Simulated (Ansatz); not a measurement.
Reaction (substitution at a C–C bond): `C=CC(C)(F)S` + H₂S → `CC(F)(S)S` + `C=C`

Isolated molecules relaxed with PBE0-D4/def2-TZVP in Ansatz; ΔE leaves out vibrations. CCSD(T)/CBS adds triple-zeta CCSD(T) − MP2 to the extrapolated MP2 energy (def2 sets, frozen cores). This one scheme is used for every species. DFT in def2-TZVPP. B3LYP here is the variant with VWN-RPA as its local correlation; programs differ in this. One conformer a species, not always the lowest.

`C=CC(C)(F)S`:

Cartesian coordinates in Å:
```
C -1.623 0.186 -1.183
C -0.681 0.575 -0.337
C 0.262 -0.350 0.359
C 1.715 -0.014 0.091
F 0.042 -1.645 -0.075
S -0.001 -0.266 2.160
H -2.278 0.908 -1.654
H -1.765 -0.860 -1.426
H -0.543 1.624 -0.094
H 1.915 -0.146 -0.973
H 2.368 -0.678 0.660
H 1.929 1.019 0.368
H -1.339 -0.354 2.104
```

H₂S:

Z-matrix (Å, degrees):
```
S
H 1 1.341
H 1 1.341 2 92.3
```

`CC(F)(S)S`:

Z-matrix (Å, degrees):
```
C
C 1 1.508
H 1 1.091 2 109.3
H 1 1.089 2 110.6 3 -120.4
H 1 1.093 2 109.7 3 119.5
F 2 1.379 1 108.0 3 -57.8
S 2 1.829 1 113.5 3 56.8
S 2 1.806 1 113.8 3 179.6
H 7 1.342 2 95.1 1 59.7
H 8 1.347 2 96.2 1 43.7
```

`C=C`:

Cartesian coordinates in Å:
```
C 0.553 -0.292 -0.215
C -0.553 0.292 0.215
H 0.627 -0.704 -1.216
H 1.431 -0.385 0.415
H -0.627 0.704 1.216
H -1.431 0.385 -0.415
```

Is it downhill or uphill in electronic energy at CCSD(T)/CBS, and by how much? (Best estimate.)

The calculation gave: Uphill: ΔE = +9.3 kcal/mol.

What do these levels give: ωB97M-V, r2SCAN, B3LYP, MP2/def2-TZVPP, MP2/def2-QZVPP, CCSD/CBS(def2)? (An estimate is asked.)

Computed: ωB97M-V 9.5, r2SCAN 9.6, B3LYP 9.0, MP2/def2-TZVPP 10.3, MP2/def2-QZVPP 9.7, CCSD/CBS(def2) 9.7 kcal/mol.

Largest T1 diagnostic among the species: 0.012.

From PBE to PBE0 (25 % exact exchange), in def2-TZVPP and without D4, ΔE moves by +1.0 kcal/mol.
